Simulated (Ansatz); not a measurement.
# SiPH2+ (triplet): the correlation ladder, def2-QZVPP

One table from this session's results is given with a row withheld; the runs are named, their logs left out.

Method: def2-QZVPP, core rule «outside noble gas», up to 10 orbitals frozen; program: Ansatz 0.2.0, Gaussian basis.

To be run: UHF; ROHF; CCSD(T) on UHF.

2 further runs of the same task are left out: 2 set aside as unsound or not needed.

## What is computed

The geometry is a PBE0/def2-TZVP stationary point (not a proven minimum) of the parent state, kept for this charge and spin.

4 atoms, charge 1, spin multiplicity 3.

Atoms are counted from 1 here; the program's logs count them from 0.

Bond lengths: Si1–P2 2.059 Å, Si1–H3 1.485 Å, Si1–H4 1.485 Å. Angles: P2–Si1–H3 124.2°, P2–Si1–H4 124.2°, H3–Si1–H4 111.6°.

The first run:

in.yaml

```yaml
crystal:
  periodic: [false, false, false]
  atoms:
    - {symbol: Si, position_ang: [0.000000, 0.000000, 1.016675]}
    - {symbol: P, position_ang: [0.000000, 0.000000, -1.042393]}
    - {symbol: H, position_ang: [0.000000, 1.227985, 1.851803]}
    - {symbol: H, position_ang: [0.000000, -1.227985, 1.851803]}
basis:
  gaussian: {orbitals: "def2-QZVPP.json"}
total_charge: 1
magnetization: {spin_polarized: true, initial_magnetization: 2}
hamiltonian: {xc: hf}
output: {orbitals: {seedname: orbitals}}
```

Started as:

```console
> ansatz run in.yaml --threads 1 --pin off --events-out ev --progress --plain --max-ram 2393MiB
```

Among the steps run: UHF; ROHF; CCSD(T) on UHF.

One of the session's tables, all rows but one given; the rest of the session is left out.

```
  method  from UCCSD(T) (meV)
    ROHF              +7008.9
     UHF              +6839.2
    UMP2              +1243.4
   UCCSD                    ?
UCCSD(T)                    0
```

**Question.** Estimate the row for UCCSD.

**Answer.** from UCCSD(T) (meV): +274.3. In the column «from UCCSD(T) (meV)» it lies between UCCSD(T) (0) and UMP2 (+1243.4).
